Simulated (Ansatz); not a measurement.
The same path of BClH₂ (4 atoms, charge 0, multiplicity 1) was run 3 times with different band settings. Lost on the way: B1–H2, B1–H3. Made: H2–H3.

The calculation used RKS PBE-D4/def2-SVP in Ansatz 0.2.0.

Relaxed end points:

```xyz
4
Properties=species:S:1:pos:R:3
B 0.289 0.000 0.167
H 0.249 0.000 1.378
H 1.318 0.000 -0.473
Cl -1.223 0.000 -0.706
```

```xyz
4
Properties=species:S:1:pos:R:3
B -0.365 0.000 -1.209
H 1.677 0.000 1.789
H 1.418 0.000 1.063
Cl -2.097 0.000 -1.277
```

Common settings: spring 5.0 eV/Å²; optimiser quadratic models (default); start path through a guess of the saddle point; force threshold 0.03 eV/Å; iteration limit 60; end points relaxed.

| run | movable images | climbing image |
| --- | --- | --- |
| 1 | 7 | yes |
| 2 | 6 | no |
| 3 | 4 | no |

Q: What does each run give, and how far can it be trusted?

A: Run 1: converged after 15 iterations, highest image 3.818 eV above the first end. Neighbouring images differ by up to 1.9 eV, so the band resolves the path poorly. A vibrational analysis at the climbing image gives one clearly imaginary mode, 1156i cm⁻¹: a first-order saddle point.
Run 2: converged after 15 iterations, highest image 3.547 eV above the first end. Neighbouring images differ by up to 2.5 eV, so the band resolves the path poorly. No image climbed, so the highest image needn't sit at the top of the path.
Run 3: converged after 16 iterations, highest image 3.714 eV above the first end. Neighbouring images differ by up to 2.0 eV, so the band resolves the path poorly. No image climbed, so the highest image needn't sit at the top of the path.
The orbitals stay closed-shell, which can raise the energy where a bond breaks towards radicals; this wasn't checked here.
